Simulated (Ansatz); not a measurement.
## How far each method lies from UCCSDT(Q) for [Br···H···F], doublet

Geometry: a point of a hydrogen-transfer path between rigid fragments, not a stationary point.

```yaml
atoms:
  - { symbol: Br, position_ang: [0.0000, 0.0000, -1.7087] }
  - { symbol: H, position_ang: [0.0000, 0.0000, 0.4043] }
  - { symbol: F, position_ang: [0.0000, 0.0000, 1.3043] }
```

Basis cc-pVTZ; Ansatz 0.2.0. Correlated methods freeze the noble-gas cores and the filled d shells of p-block atoms, which leaves 15 electrons in 72 orbitals. R marks a restricted (for open shells ROHF) determinant, U an unrestricted one. Active spaces: pair = (3e, 3o) about the gap; valence = (15e, 9o) chosen from the atoms' valence shells. No spin–orbit coupling is included, and no scalar relativity.

Full CI isn't at hand for all of this; UCCSDT(Q) serves as the reference, and is uncertain by about the last step of the cluster series. The frozen core follows each run's orbitals, which can shift R against U totals by a few meV for light atoms and by up to 0.1 eV past Ca.

The UHF ⟨S²⟩ is 0.759. The T1 diagnostic (RCCSD) is 0.0106 and the largest doubles amplitude (RCCSD) is 0.042. The T1 diagnostic (UCCSD) is 0.0072.

| level | E − E(RHF) (eV) |
| --- | --- |
| UHF | -0.1337 |
| UMP2 | -11.2551 |
| UCCSD | -11.8313 |
| UCCSD(T) | -12.1412 |

Question: Estimate how far UCCSDT(Q) in cc-pVTZ lies from UCCSD(T). The table doesn't fix it; the size of (T) and the diagnostics are the guide.

Answer: UCCSDT(Q) in cc-pVTZ lies 0.95 mEh below UCCSD(T), which is 8 % of the (T) step (-11.39 mEh). The diagnostics are small and one determinant leads, so the series closes fast and only a small part of (T) is left.

The other levels:

```json
{"level": "UCCSDT", "E − E(UCCSDT(Q)) (mEh)": "0.37", "share of correlation (%)": "99.92", "wall time": "–"}
```

The correlation energy at UCCSDT(Q), counted from RHF, is -12.167 eV. That run took 31 s on 2 threads of AMD EPYC 7R13 with a shared H100 80 GB, shared host.

Run but not shown, since their state or frozen core can't be matched to the reference's or they repeat it: RHF, RMP2, RCCSD, RCCSD(T), BCCD(T), RCCSDT, RCCSDT(Q), CASSCF (pair space), NEVPT2 (pair space), MRCISD (pair space), MRCISD+Q (pair space), CASSCF (valence space), NEVPT2 (valence space), MRCISD (valence space), MRCISD+Q (valence space).

Times hold each run's SCF and search for its determinant on a shared host, so for small cases they say little of a method's own cost; they ran on 1 thread of AMD EPYC 7R13.

Natural occupations of CASSCF (valence space) about the gap: 2.000 2.000 2.000 1.984 1.000 0.017; effectively unpaired electrons, Σ n²(2−n)², 1.00.
